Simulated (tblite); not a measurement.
Isomers of [C5H7F]+ (charge +1 and doublet state). Level: GFN2-xTB in tblite, geometry and Hessian alike; calculated harmonic values, unscaled, isolated species. This tight-binding method is rough: wavenumbers can miss measured ones by several per cent, in bad cases by 10 to 20. One conformer each. Open shells enter through the occupations alone, without spin polarisation, and single modes of such species can be off by tens of per cent.

Electronic energies: GFN2-xTB at the same geometries; isomer energies are rough at this level and their order can be wrong.

```csv
SMILES,"electronic energy, lowest = 0 (kcal/mol)"
C[C@]1(F)[CH+][CH]C1,23.5
F[CH+][C]1CCC1,2.6
CC[C+]=[C]CF,22.1
C[C+]1CC[C]1F,0.0
C[C@@H](F)[C+]1[CH]C1,38.5
FC[C@H]1[CH+][CH]C1,23.0
```

**Question.** How do GFN2-xTB zero-point energies change the relative energies?

**Answer.** 
```json
{"SMILES": "C[C+]1CC[C]1F", "ZPE (kcal/mol)": "63.6", "of it from modes above 1550 cm⁻¹": "31.9", "electronic (kcal/mol)": "0.0", "with ZPE, lowest = 0 (kcal/mol)": "0.0", "lowest mode (cm⁻¹)": "8i", "rings": "1"}
{"SMILES": "F[CH+][C]1CCC1", "ZPE (kcal/mol)": "63.5", "of it from modes above 1550 cm⁻¹": "31.8", "electronic (kcal/mol)": "2.6", "with ZPE, lowest = 0 (kcal/mol)": "2.4", "lowest mode (cm⁻¹)": "106", "rings": "1"}
{"SMILES": "CC[C+]=[C]CF", "ZPE (kcal/mol)": "61.8", "of it from modes above 1550 cm⁻¹": "32.1", "electronic (kcal/mol)": "22.1", "with ZPE, lowest = 0 (kcal/mol)": "20.3", "lowest mode (cm⁻¹)": "72", "rings": "0"}
{"SMILES": "FC[C@H]1[CH+][CH]C1", "ZPE (kcal/mol)": "63.1", "of it from modes above 1550 cm⁻¹": "29.9", "electronic (kcal/mol)": "23.0", "with ZPE, lowest = 0 (kcal/mol)": "22.5", "lowest mode (cm⁻¹)": "81", "rings": "1"}
{"SMILES": "C[C@]1(F)[CH+][CH]C1", "ZPE (kcal/mol)": "62.6", "of it from modes above 1550 cm⁻¹": "30.2", "electronic (kcal/mol)": "23.5", "with ZPE, lowest = 0 (kcal/mol)": "22.4", "lowest mode (cm⁻¹)": "177", "rings": "1"}
{"SMILES": "C[C@@H](F)[C+]1[CH]C1", "ZPE (kcal/mol)": "61.8", "of it from modes above 1550 cm⁻¹": "32.3", "electronic (kcal/mol)": "38.5", "with ZPE, lowest = 0 (kcal/mol)": "36.7", "lowest mode (cm⁻¹)": "79", "rings": "1"}
```

The zero-point energies span 1.8 kcal/mol, from `CC[C+]=[C]CF` to `C[C+]1CC[C]1F`. Slightly imaginary modes are left out of the zero-point energy: `C[C+]1CC[C]1F` 7.6i cm⁻¹. The lowest isomer stays, but the order above it changes.

**Question.** What do entropy and thermal enthalpy add at 298.15 K and 1 bar (rigid rotor, harmonic oscillator, one conformer each)?

**Answer.** 
```csv
SMILES,point group,symmetry number,S (cal/(mol K)),H − H(0) (kcal/mol),ZPE + H − H(0) − TS (kcal/mol)
F[CH+][C]1CCC1,Cs,1,79.0,4.48,44.4
CC[C+]=[C]CF,Cs,1,86.8,5.35,41.2
FC[C@H]1[CH+][CH]C1,C1,1,79.5,4.51,43.9
C[C@]1(F)[CH+][CH]C1,C1,1,78.3,4.58,43.8
C[C@@H](F)[C+]1[CH]C1,C1,1,83.5,5.08,42.0
```

S holds R ln(2S + 1) for the spin.

Not tabulated: `C[C+]1CC[C]1F` (lowest mode only 8i cm⁻¹).
